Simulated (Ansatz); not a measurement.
# How far is PAW off for Nb?

```
Nb
1.0
    -1.65491    1.65491    1.65491
     1.65491   -1.65491    1.65491
     1.65491    1.65491   -1.65491
Nb
1
Direct
  0.00000 0.00000 0.00000
```

The structure comes from a relaxation in the same program, started in the bcc type, and has space group Im-3m. Whether it is a known phase or the ground state wasn't checked.

Spin polarisation is left out, and whether a magnetic state lies lower isn't shown here.

Levels of theory: DFT, PBE, PAW with Ansatz's default frozen-core files, scalar-relativistic (Ansatz 0.2.0); DFT, PBE, all-electron LAPW, scalar-relativistic (Ansatz 0.2.0).

For PAW: a Γ-centred 16×16×16 k mesh, Fermi–Dirac smearing of 0.08 eV, cutoff 420 eV, no spin polarisation. LAPW targets a basis error of 1 meV/atom. The Ansatz runs share mesh, smearing and spin set-up. Plane-wave (PAW) pressures include the program's estimate of the Pulay term.

Stress and pressure are positive in compression.

Levels count from the Fermi level.

PAW results:

```csv
quantity,PAW
pressure (GPa),0.00
highest filled level at N (eV),-1.655
lowest empty level at N (eV),2.246
highest filled level at P (eV),-1.101
lowest empty level at P (eV),4.079
highest filled level at Γ (eV),-5.913
lowest empty level at Γ (eV),0.353
```

(1) What does full-potential LAPW give for the same quantities?

Answers

(1) 
```json
{"quantity": "pressure (GPa)", "LAPW": "-0.01"}
{"quantity": "highest filled level at N (eV)", "LAPW": "-1.654"}
{"quantity": "lowest empty level at N (eV)", "LAPW": "2.244"}
{"quantity": "highest filled level at P (eV)", "LAPW": "-1.102"}
{"quantity": "lowest empty level at P (eV)", "LAPW": "4.080"}
{"quantity": "highest filled level at Γ (eV)", "LAPW": "-5.913"}
{"quantity": "lowest empty level at Γ (eV)", "LAPW": "0.354"}
```
